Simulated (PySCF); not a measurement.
# C4H4FO: g tensor and hyperfine couplings

Compound: C4H4FO (doublet state).
Cartesian coordinates in Å at the GFN2-xTB level; atoms count from 1:
```
atom  x, y, z in Å
C1    -1.817    0.078   -0.501
C2    -0.459    0.134   -0.501
F3     0.138    0.514   -1.649
C4     0.377   -0.163    0.578
C5     1.811   -0.087    0.526
O6     2.539   -0.347    1.465
H7    -2.375    0.328   -1.385
H8    -2.352   -0.216    0.382
H9    -0.080   -0.469    1.507
H10    2.228    0.232   -0.444
```

The hyperfine couplings belong to this conformer and change with its torsions.

The species is `F/C([CH2])=C\C=O` [radical].

Theory: UKS B3LYP, pcH-1 on C F H O, non-relativistic, mean-field spin-orbit, GIAO in PySCF 2.14.0. The structure is a single GFN2-xTB conformer in the gas phase; no vibrational or solvent corrections. A GFN2-xTB geometry isn't a minimum of the functional, and hyperfine couplings can be far from their values at a DFT geometry. No stability test was run, so a lower SCF solution isn't excluded. ⟨S²⟩ is 0.781 where a pure state has 0.75.

- g1, g2, g3: 2.00213, 2.00378, 2.00686
- g_iso: 2.00426
- Form of g: rhombic: the two nearest values differ by 35 % of g3 − g1
- ⟨S²⟩: 0.7811 (exact 0.7500)

Hyperfine couplings atom by atom, in MHz; T1 to T3 are the principal values of the dipolar part:

| atom | isotope | a_iso | T1 | T2 | T3 | Mulliken spin population |
| --- | --- | --- | --- | --- | --- | --- |
| C1 | 13C | 46.5 | -45.7 | -44.3 | 89.9 | 0.59 |
| C2 | 13C | -49.0 | -28.2 | 11.9 | 16.3 | -0.21 |
| F3 | 19F | -29.8 | -76.2 | 29.4 | 46.7 | -0.01 |
| C4 | 13C | 46.9 | -44.8 | -43.8 | 88.6 | 0.57 |
| C5 | 13C | -29.4 | -12.1 | 3.6 | 8.5 | -0.10 |
| O6 | 17O | -15.3 | -71.7 | 35.7 | 36.0 | 0.23 |
| H7 | 1H | -36.8 | -21.9 | -0.7 | 22.7 | -0.03 |
| H8 | 1H | -35.1 | -19.1 | -1.7 | 20.8 | -0.02 |
| H9 | 1H | -33.9 | -17.2 | -2.8 | 19.9 | -0.02 |
| H10 | 1H | 0.0 | -3.6 | -1.6 | 5.1 | 0.00 |

The largest Mulliken spin populations are on C1 (+0.59), C4 (+0.57), O6 (+0.23) and C2 (-0.21). Three atoms exceed +0.15. The positive populations add up to 1.39 and the negative ones to -0.39, together 2S = 1. The angles at C1 add up to 360.0°, so it is planar.

The SMILES `[CH2]/C(F)=C/C=O` draws the unpaired electron on C1, whose computed spin population is only +0.59.

Axes: g1 is normal to the molecular plane and g3 points within 8° of the C5–O6 bond.

Under fast tumbling the dipolar parts average out, and these isotropic splittings remain: 1 × 1H (H7, I = 1/2, 2 lines) with 1.31 mT, 1 × 1H (H8, I = 1/2, 2 lines) with 1.25 mT, 1 × 1H (H9, I = 1/2, 2 lines) with 1.21 mT and 1 × 19F (F3, I = 1/2, 2 lines) with 1.06 mT.

H7 and H8 aren't averaged: C1 is flat or nearly so (angle sum 360°), and its turn about the short C1–C2 bond (1.36 Å) is taken as slow.

The 17O coupling of O6 (-15.3 MHz) shows only in satellite lines or after enrichment, since that isotope makes up about 0.038 % of natural oxygen.

The 13C coupling of C2 (-49.0 MHz) shows only in satellite lines or after enrichment, since that isotope makes up about 1.07 % of natural carbon.
